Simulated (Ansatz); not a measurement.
Relaxation of H3OSi2 (6 atoms, charge 1, multiplicity 1), to a largest force component of 0.015 eV/Å in at most 40 steps.

These are results of Ansatz 0.2.0, RKS CAM-B3LYP-D4/def2-SVP, not measurements.

```xyz
6
Properties=species:S:1:pos:R:3
O -1.195 -1.267 -0.555
Si -0.324 -1.024 0.762
Si 0.974 0.784 0.108
H -1.925 -1.834 -0.804
H 1.742 2.047 0.209
H 1.471 0.237 -1.168
```

Task: Where does it end, and by what steps?

Result: The run converged. Limits of this set-up: the dipole of an ion depends on the origin. After 19 steps the energy has fallen by 1.447 eV; H5 moved furthest, 1.33 Å. Joined: O1–Si3.

| step | energy less start (eV) | largest force component (eV/Å) | accepted |
| --- | --- | --- | --- |
| 0 | 0.0000 | 2.110 | yes |
| 1 | -0.4202 | 1.076 | yes |
| 2 | -0.4013 | 2.096 | no |
| 3 | -0.5054 | 0.835 | yes |
| 4 | -0.5921 | 0.495 | yes |
| 5 | -0.6444 | 0.325 | yes |
| 6 | -0.5316 | 2.207 | no |
| 7 | -0.6636 | 0.182 | yes |
| 8 | -0.6776 | 0.138 | yes |
| 9 | -0.6866 | 0.291 | yes |
| 10 | -0.7323 | 0.482 | yes |
| 11 | -0.8378 | 0.673 | yes |
| 12 | -0.9917 | 0.880 | yes |
| 13 | -1.2627 | 0.614 | yes |
| 14 | -1.3881 | 1.561 | yes |
| 15 | -1.4308 | 0.319 | yes |
| 16 | -1.4437 | 0.134 | yes |
| 17 | -1.4464 | 0.163 | yes |
| 18 | -1.4469 | 0.047 | yes |
| 19 | -1.4471 | 0.005 | yes |

```xyz
6
Properties=species:S:1:pos:R:3
O -0.707 -0.697 -0.327
Si -0.075 -1.461 1.179
Si 0.853 0.253 -0.131
H -1.485 -0.778 -0.912
H 0.472 1.667 0.059
H 1.684 -0.041 -1.316
```

Whether the end is a true minimum wasn't checked by a vibrational analysis.

Run time: 43 s on 1 thread of Arm Neoverse V1 (shared host), peak memory 0.13 GiB.
